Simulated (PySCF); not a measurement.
**Working out the ionisation energy of Cl**

Cl [Ne] 3s2 3p5 (2P) → Cl⁺ [Ne] 3s2 3p4 (3P). Calculation: PySCF 2.14, in aug-cc-pV(Q+d)Z; no relativity, point nucleus. Frozen: [Ne]. Energies in hartree (1 hartree = 27.21139 eV):

```tsv
part	Cl (lower)	Cl⁺ (upper)
UHF	-459.489242	-459.056857
MP2 opposite-spin	-0.138498	-0.106574
MP2 same-spin	-0.038537	-0.029931
```

Q: What does Hartree-Fock give?

A: (-459.056857) − (-459.489242) = 0.432385 hartree = 11.766 eV.

Q: What do MP2 and SCS-MP2 (6/5 opposite-spin, 1/3 same-spin) give?

A: The opposite-spin parts differ by 0.869 eV and the same-spin parts by 0.234 eV. MP2: 11.766 + (0.869) + (0.234) = 12.869 eV. SCS-MP2: 11.766 + 1.2 × (0.869) + (0.234)/3 = 12.887 eV.

Measured between the centres of the two terms (NIST): 12.974 eV, so MP2 (valence) is off by -0.105 eV.

What remains against the reference includes basis incompleteness, the frozen core and correlation beyond second order.
